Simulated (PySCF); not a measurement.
NaCl, SMILES [Cl][Na]. Atoms are numbered in the order given.

```xyz
2

Na     0.0000     0.0000    -1.4381
Cl     0.0000     0.0000     0.9305
```
Charge 0, spin multiplicity 1.

Geometry: B3LYP-D3(BJ)/def2-TZVPD.

All values below come from TDDFT-PBE0/def2-TZVPD (PySCF).

Vertical excitations; the highest root listed may be one member of a degenerate set. Gas-phase values at a fixed geometry. State labels are in the subgroup C2v.

Computed lowest excited states:
```
state  symmetry  energy (eV)  λ (nm)      f                                     main pairs
-----  --------  -----------  ------  -----  ---------------------------------------------
S1           B1         3.82     325  0.013                   HOMO−1→LUMO (degenerate set)
S2           B2         3.82     325  0.013                     HOMO→LUMO (degenerate set)
S3           A1         4.41     281  0.091                               HOMO−2→LUMO 98 %
S4           A1         5.67     219  0.000    HOMO→LUMO+2, HOMO−1→LUMO+1 (degenerate set)
S5           A2         5.67     219  0.000    HOMO−1→LUMO+2, HOMO→LUMO+1 (degenerate set)
S6           A2         5.69     218  0.000           HOMO→LUMO+1 48 %, HOMO−1→LUMO+2 48 %
S7           A1         5.84     212  0.042           HOMO−1→LUMO+1 48 %, HOMO→LUMO+2 48 %
S8           B1         6.08     204  0.011  HOMO−1→LUMO+3, HOMO−2→LUMO+1 (degenerate set)
S9           B2         6.08     204  0.011    HOMO→LUMO+3, HOMO−2→LUMO+2 (degenerate set)
S10          B1         6.11     203  0.070         HOMO−2→LUMO+1 65 %, HOMO−1→LUMO+3 28 %
T1           B1         3.74     331      0                   HOMO−1→LUMO (degenerate set)
T2           B2         3.74     331      0                     HOMO→LUMO (degenerate set)
T3           A1         4.03     308      0                               HOMO−2→LUMO 98 %
T4           A1         5.55     224      0           HOMO→LUMO+2 46 %, HOMO−1→LUMO+1 46 %
```
Triplets are in the Tamm–Dancoff approximation, which puts them higher than full response would, so one can lie above its singlet here.
